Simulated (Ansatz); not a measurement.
BF, an active-space calculation

With Ansatz 0.2.0 through its Python package.

Interactive session:
```pycon
>>> import ansatz as az
>>> BASIS_SET = "def2-SVP"
>>> geometry_ang = [
...     ("B", [0.0, 0.0, 0.0]),
...     ("F", [0.0, 0.0, 1.43]),
... ]
>>> geometry = az.Crystal.molecule()
>>> for symbol, xyz in geometry_ang:
...     geometry = geometry.atom(symbol, xyz)
...
>>> calculation = (
...     geometry.calculation()
...     .basis(gaussian=BASIS_SET)
...     .correlation(active_electrons=4, active_orbitals=4)
... )
>>> for method in [None, "sc_nevpt2"]:
...     data = (calculation if method is None else calculation.correlation(method)).run(threads=1).report
...     space = data["configurations"]
...     state = space["states"][0]
...     print(method or "casscf", f"total {data['free_energy_ev'] / 27.211386246:.6f} Ha, active-space state {state['energy']['hartree']:.6f} Ha, mean field {data['reference_energy_ev'] / 27.211386246:.6f} Ha")
...     print("  determinants", state["n_determinants"], " natural occupations", [round(n, 3) for n in space["natural_occupations"]])
...
casscf total -124.017043 Ha, active-space state -124.017043 Ha, mean field -123.980312 Ha
  determinants 36  natural occupations [1.999, 1.877, 0.062, 0.061]
sc_nevpt2 total -124.239113 Ha, active-space state -124.016972 Ha, mean field -123.980312 Ha
  determinants 10  natural occupations [1.999, 1.876, 0.063, 0.062]
```

The settings weren't tested for convergence. The geometry is a force-field or estimated start, not a minimum of this method, and the basis set is short of its limit. The active space starts as a window about the frontier orbitals and is then optimised, not chosen by chemistry. The spin state was assumed, and another may lie lower. Run time: 0.7 s on 1 thread of Arm Neoverse V2, with other jobs on the host, peak memory 0.13 GiB.

(Lines on the test bed's own set-up are left out of the output.)
